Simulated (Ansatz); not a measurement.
## Wavefunction methods compared: hydrogen fluoride, singlet

Computed with Ansatz's Gaussian-basis code (development build); BCCD by scripts on PySCF. Settings: 6-31G; 1 core orbital frozen; no relativity. Perturbation and coupled-cluster methods stand on the Hartree–Fock determinant that coupled cluster favours. The state met can change along the bond. Small basis; these aren't basis-limit values. The unrestricted determinant is a mixture of spins, so it may stand for another state.

Correlation energy of CCSD(T), then each method's total less that of CCSD(T), in eV:

```
       case  E corr CCSD(T)    BCCD  BCCD(T)   determinant
0.917 Å RHF          -3.564  +0.020    0.000             –
1.238 Å RHF          -4.079  +0.045    0.000             –
1.513 Å RHF          -4.638  +0.084   +0.003             –
1.742 Å RHF          -5.241  +0.139   +0.012             –
1.742 Å UHF          -3.324  +0.114   -0.013  ⟨S²⟩ = 0.827
1.880 Å RHF          -5.667  +0.188   +0.025             –
1.880 Å UHF          -3.011  +0.137   -0.027  ⟨S²⟩ = 0.894
```

(1) How far does full CI lie from CCSD(T) in each case, and where is CCSD(T) within 1 kcal/mol (0.043 eV)?

(2) Which method comes nearest to full CI in total energy for 1.742 Å UHF?

Answers

(1) 0.917 Å RHF: -0.011 eV (within); 1.238 Å RHF: -0.017 eV (within); 1.513 Å RHF: -0.020 eV (within); 1.742 Å RHF: -0.011 eV (within); 1.742 Å UHF: -0.036 eV (within, spin-contaminated determinant); 1.880 Å RHF: +0.008 eV (within); 1.880 Å UHF: -0.044 eV (outside, spin-contaminated determinant).

(2) BCCD(T), 0.023 eV away; next CCSD(T) (0.036 eV), last BCCD (0.150 eV).
